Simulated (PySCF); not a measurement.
# Polarisability as a sum over states

Compound: C5H10S.
SMILES: `CSC1CCC1`

Method: TDDFT PBE0/def2-SVPD, vertical, gas phase, core orbitals frozen in the response in PySCF 2.14.0, density-fitted response routines. Isolated species at its PBE0-D3(BJ)/def2-SVP geometry (one conformer only). Torsions of this conformer, `[CH3:1][S:2][CH:3]1[CH2:4][CH2:5][CH2:6]1`: C1–S2–C3–C4 -72°.

Computed singlets:

```csv
state,E (eV),f
S1,5.30,0.0005
S2,5.86,0.017
S3,6.29,0.027
S4,6.35,0.014
S5,6.64,0.0027
S6,7.02,0.0089
S7,7.30,0.012
S8,7.48,0.031
S9,7.60,0.033
S10,7.85,0.040
```

**Question.** Build the mean polarisability up from these states and compare it with the full response value.

**Answer.** Each state adds f / ΔE² (ΔE in hartree, 27.2114 eV).

```csv
state,f/ΔE² (au),running sum (au),running share of α (%)
S1,0.01,0.01,0.0
S2,0.37,0.38,0.5
S3,0.51,0.89,1.1
S4,0.25,1.15,1.4
S5,0.05,1.19,1.5
S6,0.13,1.33,1.6
S7,0.17,1.50,1.9
S8,0.40,1.90,2.4
S9,0.43,2.33,2.9
S10,0.48,2.81,3.5
```

The full response gives 80.74 au (11.97 Å³), so 77.9 au comes from the higher roots of the same equations.

**Question.** By how much does the contribution of these states grow at 532 nm?

**Answer.** With ω = 0.0856 hartree each state's term in the mean polarisability goes from f / ΔE² to f / (ΔE² − ω²); the sum over all 10 states goes from 2.81 to 3.18 au, a rise of 0.37 au.

The largest single term belongs to S3, although S10 has the larger f: the term falls with the square of the energy.

A one-level model with all 36 active electrons at a single energy would need ΔE = √(N/α) = 18.2 eV to give this α, against S1 at 5.30 eV.
